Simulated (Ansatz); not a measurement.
Reaction: H4SiO (SMILES [SiH3]O) → SiH3 (SMILES [SiH3], doublet) + HO (SMILES [OH], doublet) (the O-Si bond breaks)
Each species at its own B3LYP-D3(BJ)/def2-TZVP minimum (Ansatz, a first-principles code).

Quantity: bond dissociation energy (electronic), in kcal/mol. UHF or UKS for unpaired electrons; spin-orbit terms are left out. CBS(X,Y): correlation extrapolated as X^-3, Hartree-Fock from the larger set (Q,5: extrapolated as (X+1)exp(-9√X)). A bracket is a step between two methods taken in the basis named. Functionals run without relativity, which enters their misses. Double hybrids freeze cores in their MP2 part. '+ core + X2C': CCSD(T) terms for core correlation (cc-pwCVTZ, 1s frozen past Ne) and scalar relativity (cc-pVTZ-DK).

CCSD(T)/CBS(cc-pV(Q+d)Z,cc-pV(5+d)Z) + [CCSDT(Q) - CCSD(T)]/cc-pV(T+d)Z + core + X2C (Ansatz) gives 128.1 kcal/mol.

How far off this value is PBE/def2-TZVPD (Ansatz), in which direction, and which of these levels come nearer: B3LYP/def2-TZVPD, PBE0/def2-TZVPD, wB97M-V/def2-TZVPD, B2PLYP/def2-TZVPD, CCSD(T)/CBS(cc-pV(Q+d)Z,cc-pV(5+d)Z) + core + X2C?

PBE gives 122.4 kcal/mol, 5.7 kcal/mol below it. Differences of the others: B3LYP/def2-TZVPD (Ansatz) -7.1; PBE0/def2-TZVPD (Ansatz) -7.4; wB97M-V/def2-TZVPD (Ansatz) -1.1; B2PLYP/def2-TZVPD (Ansatz) -3.8; CCSD(T)/CBS(cc-pV(Q+d)Z,cc-pV(5+d)Z) + core + X2C (Ansatz) 0.2 kcal/mol. Nearer than PBE: wB97M-V/def2-TZVPD, B2PLYP/def2-TZVPD, CCSD(T)/CBS(cc-pV(Q+d)Z,cc-pV(5+d)Z) + core + X2C.
